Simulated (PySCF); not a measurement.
# Dipole moment and polarisability across levels of theory

C₆H₈.
Atom-mapped SMILES: `[CH:1]1=[CH:2][C@@H:3]2[CH2:4][C@@H:5]2[CH2:6]1` (hydrogens: H7 on C1; H8 on C2; H9 on C3; H10, H11 on C4; H12 on C5; H13, H14 on C6)

PySCF, dipoles from the SCF density, polarisabilities from static response with core orbitals frozen. Geometry: PBE0-D3(BJ)/def2-SVP; no solvent, vibrations or thermal averaging.

The anisotropy is √(½[(α1 − α2)² + (α2 − α3)² + (α3 − α1)²]).

```json
{"level": "LDA/def2-SVPD", "μ (D)": "0.364", "α (Å³)": "9.99", "anisotropy (Å³)": "2.54"}
{"level": "PBE/def2-SVPD", "μ (D)": "0.343", "α (Å³)": "9.89", "anisotropy (Å³)": "2.55"}
{"level": "B3LYP/def2-SVPD", "μ (D)": "0.315", "α (Å³)": "9.69", "anisotropy (Å³)": "2.47"}
{"level": "PBE0/def2-SVPD", "μ (D)": "0.317", "α (Å³)": "9.59", "anisotropy (Å³)": "2.46"}
{"level": "BHandHLYP/def2-SVPD", "μ (D)": "0.291", "α (Å³)": "9.43", "anisotropy (Å³)": "2.41"}
{"level": "CAM-B3LYP/def2-SVPD", "μ (D)": "0.300", "α (Å³)": "9.54", "anisotropy (Å³)": "2.40"}
{"level": "wB97X-D/def2-SVPD", "μ (D)": "0.315", "α (Å³)": "9.56", "anisotropy (Å³)": "2.39"}
{"level": "LC-wPBE/def2-SVPD", "μ (D)": "0.288", "α (Å³)": "9.28", "anisotropy (Å³)": "2.34"}
{"level": "HF/def2-SVPD", "μ (D)": "0.273", "α (Å³)": "9.24", "anisotropy (Å³)": "2.39"}
{"level": "PBE0/6-31G*", "μ (D)": "0.232", "α (Å³)": "8.22", "anisotropy (Å³)": "2.91"}
{"level": "PBE0/def2-SVP", "μ (D)": "0.271", "α (Å³)": "8.55", "anisotropy (Å³)": "2.75"}
{"level": "PBE0/def2-TZVP", "μ (D)": "0.307", "α (Å³)": "9.52", "anisotropy (Å³)": "2.60"}
```

The dipole runs from 0.23 D (PBE0/6-31G*) to 0.36 D (LDA/def2-SVPD). No reference polarisability is at hand; against PBE0 in the largest diffuse basis at hand (def2-SVPD) the other PBE0 rows deviate by 6-31G* -14%, def2-SVP -11%, def2-TZVP -1%. In one basis (def2-SVPD) the functionals order the polarisability from HF (lowest) to LDA (highest), a spread of 8%. With PBE0 the polarisability is 8.76 Å³ without diffuse functions (mean of 6-31G*, def2-SVP and def2-TZVP) and 9.59 Å³ with them (def2-SVPD).
